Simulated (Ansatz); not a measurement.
We consider bcc Ta, described by PBE (PAW; Ansatz, a program for electronic structure).

Run with plane-wave cutoff 520 eV, 24×24×24 k mesh, Fermi–Dirac smearing 0.05 eV, scalar-relativistic PAW data made under PBE.

A third-order Birch–Murnaghan fit to the energies gives V0 = 18.282 Å³/atom, B0 = 194 GPa, B′ = 3.9.

| V (Å³/atom) | P (GPa) |
|---|---|
| 17.183 | [?] |
| 17.548 | [?] |
| 17.914 | 4.11 |
| 18.279 | 0.02 |
| 18.645 | -3.68 |
| 19.011 | [?] |
| 19.376 | -10.10 |

Problem. Estimate the withheld pressures from this fit; the answers are the runs' own values.

Solution. 
- 17.183, P (GPa): 13.59
- 17.548, P (GPa): 8.61
- 19.011, P (GPa): -7.05

The formula P = (3/2) B0 (x^(7/3) − x^(5/3)) [1 + (3/4)(B′ − 4)(x^(2/3) − 1)] with x = V0/V meets the computed pressures within 0.04 GPa when these rounded values are put in.

Measured, for comparison: bulk modulus 198 GPa (corrected for temperature and zero-point phonon effects, our sources range from 194 to 203; as tabulated in Levämäki et al. (2014), arXiv:1402.3671); equilibrium volume per atom 17.95 Å³/atom (static lattice: zero-point anharmonic expansion removed; as tabulated in Mejia-Rodriguez and Trickey (2018), arXiv:1807.09216). Computed (rounded) less measured: bulk modulus -2 % (inside the range of the sources held), equilibrium volume per atom +1.8 %.

Spin–orbit coupling is not included.

Static lattice: no zero-point or thermal effects.

Cost on a shared machine: about 60 core-seconds (a rough figure).
